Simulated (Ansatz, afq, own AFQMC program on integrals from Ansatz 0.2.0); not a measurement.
Where AFQMC and coupled cluster stand for AlGeH3⁺, doublet

```xyz
5

Ge    0.0000    0.0032    0.7571
Al    0.0000    0.0167   -1.8285
H     0.0000   -1.1750   -0.4756
H     0.0000   -1.0743   -2.9759
H     0.0000    1.5689   -2.1659
```

Connectivity, by distances: Ge–AlH2, 1 bridging H.

Basis cc-pVDZ. Only valence electrons are correlated. Ansatz 0.2.0 and our own AFQMC program on the same integrals; the CISD trial comes from CCSD amplitudes, and released means the phaseless constraint is let go. Free projection: walkers drawn from exp(T), propagated without any constraint. Its projection time is finite, and what remains of the start isn't in its error. Uncertainties: one standard error, sampling alone. No spin–orbit coupling.

Determinant: UHF, the one that the program's search chose, which needn't be the lowest solution. The geometry is a PBE0/def2-TZVP stationary point of this or a neighbouring charge and spin state.

No full CI on the walks' own integrals is used here; CCSDT(Q) serves as the reference and is uncertain by about the last step of the cluster series.

Cautions: no relativity below Rb; no spin-orbit coupling; inner d shell frozen; the released energies move by 1.5 errors or more from one time to the next, so no released level is given (meV from the phaseless value at times in 1/Eh: -9 ± 11 at 0.24, -13 ± 9 at 0.51, -11 ± 9 at 0.99, -11 ± 8 at 1.62, -29 ± 9 at 2.40), though the last usable value meets CCSDT(Q) within the noise.

```
T1 diagnostic                               : 0.0170
weight of the determinant in the CISD state : 0.881
⟨S²⟩ of the determinant                     : 0.770
size of the correlated space                : 9 electrons in 41 orbitals
```

Reference: CCSDT(Q), correlation energy -4.530 eV.

```csv
level,E − E(reference) (kJ/mol),share of correlation (%)
HF,437.1,0.00
MP2,116.3,73.39
CCSD,12.5,97.15
CCSD(T),3.1,99.29
CCSDT,0.3,99.92
ph-AFQMC/HF,5.6 ± 4.8,98.73
ph-AFQMC/CISD,2.2 ± 0.8,99.51
free AFQMC,0.1 ± 1.1,99.97
```

Free projections are given only where their last times agree within the noise and don't stop above the reference; a slow remainder of the start can still hide under it. A walk keeps the symmetry of its determinant, which the program's search chose and which needn't be the lowest solution, so a lower state of the same spin and another symmetry isn't excluded.
